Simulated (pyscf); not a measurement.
9 silicon, germanium or tin steps of one kind (four-centre exchange, closed-shell): barrier in kJ/mol, from the separated reactants or the lowest minimum found. Optimised with ωB97X-D3(BJ)/def2-SVP in PySCF. Functionals in def2-TZVP; the last column is ωB97M-D3(BJ)/def2-TZVP. Rows were drawn at random from the steps of this kind and element class whose saddle was verified and whose references are stable.

```tsv
step	PBE	M06-2X	B3LYP-D3(BJ)	ωB97M-D3(BJ)
HS–SH + GeH₄ → HS–GeH₃ + H₂S	237.5	287.9	269.0	300.1
H₂N–GeH₂–SnH₃ + H₂ → H₃Ge–SnH₃ + NH₃	165.3	196.4	185.9	189.3
HO–GeH₃ + GeH₄ → H₃Ge–GeH₃ + H₂O	150.0	184.8	172.5	182.1
H₃Si–O–PH–SiH₃ + H₂ → H₃Si–O–PH₂ + SiH₄	241.3	280.4	270.1	275.3
H₃Si–SH + H₃Si–SH → H₃Si–S–SiH₃ + H₂S	122.5	154.3	140.1	156.7
H₃Si–AsH₂ + H₂O -> AsH₃ + HO–SiH₃	113.5	122.7	127.1	128.8
F–GeH₂–F + SiH₄ -> F–GeH₃ + F–SiH₃	105.5	121.2	118.3	118.1
H₂N–Si(SiH₃)(SiH₃)–SiH₃ + HCl → H₂N–Si(SiH₃)(SiH₃)–SiH₂–Cl + H₂	112.4	116.2	117.7	123.6
H₃Si–GeH₃ + HF -> SiH₄ + F–GeH₃	151.9	176.6	177.7	183.5
```

Differences from the last column (kJ/mol): PBE: mean -28.6, median -31.6, mean size 28.6, lower in 9 of 9; M06-2X: mean -1.9, median -2.4, mean size 5.9, lower in 5 of 9; B3LYP-D3(BJ): mean -8.8, median -5.8, mean size 8.8, lower in 8 of 9. PBE is closest for row 8 (11.1 kJ/mol apart) and farthest for row 1 (62.6 kJ/mol). PBE, r²SCAN and M06-2X carry no added dispersion term. The last column is a level with limits of its own. Each barrier is that of the saddle found. Elements up to Kr have no core potential and no relativistic terms here. Elements past Kr carry the def2 core potentials, without spin-orbit coupling.
